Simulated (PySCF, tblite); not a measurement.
Compound: 3-methylenepent-1-yne, C₆H₈.
Atom-mapped SMILES: `[CH:1]#[C:2][C:3](=[CH2:4])[CH2:5][CH3:6]` (hydrogens: H7 on C1; H8, H9 on C4; H10, H11 on C5; H12, H13, H14 on C6)

Computed with GFN2-xTB (tblite), gas phase: nudged elastic band of 9 images (0 to 8), spring 0.2 eV/Å², climbing image at the end, force threshold 0.05 eV/Å. The top image wasn't refined or checked by frequencies; at this threshold it can lie a kcal/mol or more above the true saddle point of the method.

Path: rotation about C3–C5 (fully substituted alkene carbon, allylic carbon), followed by the dihedral C2–C3–C5–C6.

Image 0 (start, dihedral -67°):
```
atom  x, y, z in Å
C1      2.129   -1.303   -0.558
C2      1.414   -0.498   -0.025
C3      0.548    0.426    0.612
C4      0.912    1.692    0.793
C5     -0.787   -0.124    1.037
C6     -1.637   -0.497   -0.177
H7      2.766   -1.995   -1.022
H8      0.260    2.401    1.276
H9      1.871    2.058    0.467
H10    -1.309    0.621    1.639
H11    -0.629   -1.015    1.651
H12    -1.126   -1.246   -0.780
H13    -1.817    0.379   -0.797
H14    -2.595   -0.900    0.142
```

Image 8 (end, 0.000 eV, dihedral 67°):
```
atom  x, y, z in Å
C1      1.810   -0.447   -1.567
C2      1.227    0.009   -0.622
C3      0.507    0.539    0.478
C4      1.141    1.072    1.519
C5     -0.992    0.429    0.388
C6     -1.436   -1.032    0.457
H7      2.333   -0.843   -2.386
H8      0.599    1.474    2.359
H9      2.216    1.127    1.562
H10    -1.328    0.862   -0.558
H11    -1.445    0.993    1.205
H12    -1.114   -1.481    1.394
H13    -0.999   -1.599   -0.363
H14    -2.519   -1.103    0.391
```

Task: What do the inner images look like?

Result: 
Image 1: +0.011 eV, dihedral -51°
```
atom  x, y, z in Å
C1      1.997   -1.249   -0.689
C2      1.347   -0.441   -0.085
C3      0.533    0.478    0.625
C4      0.982    1.694    0.922
C5     -0.833   -0.024    1.010
C6     -1.571   -0.627   -0.183
H7      2.588   -1.935   -1.218
H8      0.381    2.400    1.469
H9      1.966    2.021    0.630
H10    -1.411    0.800    1.434
H11    -0.720   -0.790    1.784
H12    -1.007   -1.462   -0.594
H13    -1.700    0.117   -0.966
H14    -2.553   -0.984    0.119
```

Image 2: +0.036 eV, dihedral -34°
```
atom  x, y, z in Å
C1      1.895   -1.173   -0.823
C2      1.293   -0.382   -0.149
C3      0.523    0.517    0.629
C4      1.044    1.670    1.043
C5     -0.879    0.071    0.962
C6     -1.514   -0.744   -0.161
H7      2.441   -1.849   -1.410
H8      0.479    2.364    1.643
H9      2.053    1.954    0.797
H10    -1.488    0.951    1.181
H11    -0.841   -0.540    1.870
H12    -0.927   -1.639   -0.355
H13    -1.557   -0.161   -1.078
H14    -2.524   -1.042    0.110
```

Image 3: +0.061 eV, dihedral -18°
```
atom  x, y, z in Å
C1      1.816   -1.085   -0.954
C2      1.250   -0.319   -0.223
C3      0.516    0.547    0.625
C4      1.095    1.622    1.155
C5     -0.919    0.161    0.895
C6     -1.464   -0.845   -0.113
H7      2.329   -1.743   -1.589
H8      0.560    2.288    1.810
H9      2.123    1.867    0.952
H10    -1.534    1.065    0.892
H11    -0.979   -0.268    1.901
H12    -0.881   -1.762   -0.084
H13    -1.411   -0.442   -1.122
H14    -2.501   -1.086    0.112
```

Image 4 (top): +0.071 eV, dihedral 0°
```
atom  x, y, z in Å
C1      1.761   -0.985   -1.081
C2      1.217   -0.252   -0.301
C3      0.510    0.566    0.614
C4      1.134    1.549    1.260
C5     -0.954    0.244    0.812
C6     -1.427   -0.928   -0.040
H7      2.253   -1.616   -1.758
H8      0.620    2.175    1.970
H9      2.177    1.757    1.097
H10    -1.543    1.134    0.574
H11    -1.121    0.020    1.870
H12    -0.863   -1.825    0.204
H13    -1.282   -0.715   -1.097
H14    -2.483   -1.124    0.134
```

Image 5: +0.062 eV, dihedral 17°
```
atom  x, y, z in Å
C1      1.734   -0.873   -1.205
C2      1.198   -0.182   -0.382
C3      0.505    0.575    0.594
C4      1.157    1.455    1.352
C5     -0.978    0.316    0.716
C6     -1.407   -0.990    0.057
H7      2.220   -1.466   -1.921
H8      0.655    2.031    2.110
H9      2.213    1.628    1.232
H10    -1.516    1.149    0.253
H11    -1.247    0.305    1.776
H12    -0.882   -1.830    0.506
H13    -1.174   -0.975   -1.006
H14    -2.477   -1.144    0.175
```

Image 6: +0.039 eV, dihedral 33°
```
atom  x, y, z in Å
C1      1.730   -0.747   -1.329
C2      1.191   -0.113   -0.463
C3      0.501    0.576    0.565
C4      1.165    1.344    1.426
C5     -0.993    0.374    0.613
C6     -1.402   -1.028    0.172
H7      2.222   -1.291   -2.079
H8      0.663    1.865    2.224
H9      2.231    1.479    1.355
H10    -1.466    1.109   -0.046
H11    -1.343    0.567    1.630
H12    -0.940   -1.775    0.816
H13    -1.078   -1.215   -0.849
H14    -2.482   -1.146    0.222
```

Image 7: +0.012 eV, dihedral 50°
```
atom  x, y, z in Å
C1      1.748   -0.608   -1.450
C2      1.197   -0.048   -0.543
C3      0.499    0.568    0.526
C4      1.159    1.216    1.482
C5     -0.999    0.415    0.503
C6     -1.408   -1.042    0.305
H7      2.256   -1.088   -2.233
H8      0.646    1.679    2.308
H9      2.232    1.308    1.466
H10    -1.403    1.016   -0.317
H11    -1.411    0.799    1.439
H12    -1.023   -1.654    1.119
H13    -1.004   -1.426   -0.630
H14    -2.491   -1.136    0.283
```

The largest changes of bonds and angles from start to top: C3–C5 1.505 → 1.512 Å, C5–C6 1.528 → 1.524 Å, C5–H10 1.092 → 1.094 Å, C3–C5–C6 111.0 → 113.0°, C1–C2–C3 178.6 → 176.7°, H10–C5–H11 108.4 → 107.2°. GFN2-xTB torsional profiles can miss by a kcal/mol or more and can put conformers in the wrong order.

Task: What do single points at PBE0/pcSseg-1 (PySCF, no dispersion term) give on some images?

Result: 
```csv
image,GFN2-xTB E (eV),DFT E (eV),HOMO (eV),LUMO (eV),dipole (D)
0,0.000,0.000,-7.00,-0.70,0.51
2,0.036,0.063,-6.96,-0.74,0.52
4,0.071,0.138,-6.87,-0.80,0.57
6,0.039,0.067,-6.96,-0.73,0.52
8,0.000,0.000,-7.00,-0.70,0.52
```

Energies count from image 0 at each level. At the GFN2-xTB top the DFT energy is 3.2 kcal/mol against 1.6; the geometries weren't optimised at the DFT level.

What follows is the cost of the whole band run. Hardware: one thread, AMD EPYC 7R43 (x86_64), shared host with 256 logical CPUs at a one-minute load of 109. Cost: 5.7 s, 0.18 GiB resident at most.
